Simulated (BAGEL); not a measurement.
# HF/aug-cc-pVTZ (density fitting with qzvpp-jkfit) run of HS− (hydrosulfide)

What is the energy change on altering one bond length of HS− (hydrosulfide) at HF/aug-cc-pVTZ (density fitting with qzvpp-jkfit)? 

Program for the calculation: BAGEL 1.2.2.

1 further run of the same task is left out (set aside as unsound or not needed). Runs told in other sessions of the task aren't counted.

### Step 1. The molecule

HS− has 2 atoms, charge -1, and is taken as a singlet. As SMILES, `[SH-]`. Geometry: relaxed at PBE0-D4/def2-TZVPD.

Bond lengths: S1–H2 1.346 Å.

### Step 2. A single-point energy at HF/aug-cc-pVTZ (density fitting with qzvpp-jkfit)

Contents of job.json:

```json
{ "bagel": [

{
  "title": "molecule",
  "basis": "aug-cc-pvtz.json",
  "df_basis": "qzvpp-jkfit",
  "angstrom": "true",
  "geometry": [
    { "atom": "S", "xyz": [    0.574700,   -0.187900,    0.295500 ] },
    { "atom": "H", "xyz": [   -0.574700,    0.187900,   -0.295500 ] }
  ]
},
{ "title": "hf", "charge": -1 },
{ "title": "print", "file": "orbitals.molden", "orbitals": "true" }

]}
```

The basis set aug-cc-pVTZ is read from a file made from the Basis Set Exchange's data (not shown).

Run with:

```bash
$ BAGEL_NUM_THREADS=1 BAGEL job.json > job.out
```

The program printed:

```text
* using 1 threads per process

  ===============================================================
  ===============================================================

  *** Geometry ***

  { "atom" : "S", "xyz" : [      1.086026,     -0.355080,      0.558414 ] },
  { "atom" : "H", "xyz" : [     -1.086026,      0.355080,     -0.558414 ] },

  Number of auxiliary basis functions:      146

  Since a DF basis is specified, we compute 2- and 3-index integrals:
    o Being stored without compression. Storage requirement is 0.006 GB

  Number of basis functions:       73
  Number of electrons      :       17

    * METHOD: MOLECULE                             0.02

  *** RHF ***

  === Nuclear Repulsion ===
     6.2905225436

      * DIIS with orbital gradients will be used.

  === RHF iteration (aug-cc-pvtz.json) ===
      0       -398.01326932          0.02378643           0.00
      1       -398.12468974          0.00956741           0.00
      2       -398.14491107          0.00137415           0.00
      3       -398.14544059          0.00052835           0.00
      4       -398.14552177          0.00008662           0.00
      5       -398.14552527          0.00002359           0.00
      6       -398.14552550          0.00000449           0.00
      7       -398.14552551          0.00000147           0.00
      8       -398.14552551          0.00000015           0.00
      9       -398.14552551          0.00000006           0.00
     10       -398.14552551          0.00000001           0.00
     11       -398.14552551          0.00000000           0.00
    * SCF iteration converged.

    * Permanent dipole moment:
           (    0.224815,    -0.073504,     0.115596) a.u.

    * METHOD: HF                                   0.07

    * METHOD: PRINT                                0.01

  ===============================================================
```

Wall time 0.24 s (1 thread of Intel Xeon 6975P-C (Granite Rapids), shared host).

### Step 3. The distorted shape, same level

Contents of job.json:

```json
{ "bagel": [

{
  "title": "molecule",
  "basis": "aug-cc-pvtz.json",
  "df_basis": "qzvpp-jkfit",
  "angstrom": "true",
  "geometry": [
    { "atom": "S", "xyz": [    0.919557,   -0.300652,    0.472819 ] },
    { "atom": "H", "xyz": [   -0.574700,    0.187900,   -0.295500 ] }
  ]
},
{
  "title": "hf",
  "charge": -1
},
{
  "title": "print",
  "file": "orbitals.molden",
  "orbitals": "true"
}

]}
```

The basis set aug-cc-pVTZ is read from a file made from the Basis Set Exchange's data (not shown).

Run with:

```bash
$ BAGEL_NUM_THREADS=1 BAGEL job.json > job.out
```

The program printed:

```text
* using 1 threads per process

  ===============================================================
  ===============================================================

  *** Geometry ***

  { "atom" : "S", "xyz" : [      1.737711,     -0.568150,      0.893498 ] },
  { "atom" : "H", "xyz" : [     -1.086026,      0.355080,     -0.558414 ] },

  Number of auxiliary basis functions:      146

  Since a DF basis is specified, we compute 2- and 3-index integrals:
    o Being stored without compression. Storage requirement is 0.006 GB

  Number of basis functions:       73
  Number of electrons      :       17

    * METHOD: MOLECULE                             0.02

  *** RHF ***

  === Nuclear Repulsion ===
     4.8387437828

      * DIIS with orbital gradients will be used.

  === RHF iteration (aug-cc-pvtz.json) ===
      0       -397.97270186          0.02114167           0.00
      1       -398.06822977          0.01036107           0.00
      2       -398.09907157          0.00183744           0.00
      3       -398.10014153          0.00073337           0.00
      4       -398.10038682          0.00012094           0.00
      5       -398.10039887          0.00003810           0.00
      6       -398.10039986          0.00000642           0.00
      7       -398.10039988          0.00000203           0.00
      8       -398.10039988          0.00000048           0.00
      9       -398.10039988          0.00000019           0.00
     10       -398.10039988          0.00000002           0.00
     11       -398.10039988          0.00000001           0.00
    * SCF iteration converged.

    * Permanent dipole moment:
           (   -0.069326,     0.022666,    -0.035646) a.u.

    * METHOD: HF                                   0.07

    * METHOD: PRINT                                0.01

  ===============================================================
```

It took 0.24 s on 1 thread of Intel Xeon 6975P-C (Granite Rapids), shared host.

### Step 4. Summary of results

Level: HF/aug-cc-pVTZ (density fitting with qzvpp-jkfit).

```
                                                              quantity          value
                                             first shape: total energy  -398.14553 Eh
                                              first shape: HOMO energy       -2.60 eV
                                              first shape: LUMO energy        4.21 eV
    first shape: HOMO–LUMO gap (to an unbound level, set by the basis)        6.81 eV
                                         distorted shape: total energy  -398.10040 Eh
                                          distorted shape: HOMO energy       -2.87 eV
                                          distorted shape: LUMO energy        4.24 eV
distorted shape: HOMO–LUMO gap (to an unbound level, set by the basis)        7.12 eV
     energy change with the S1–H2 bond stretched from 1.346 to 1.750 Å       1.228 eV
```

What this shows: With the S1–H2 bond stretched from 1.346 to 1.750 Å the energy rises by 1.23 eV (28 kcal/mol). The first shape isn't relaxed at this level, so the change isn't measured from a minimum.
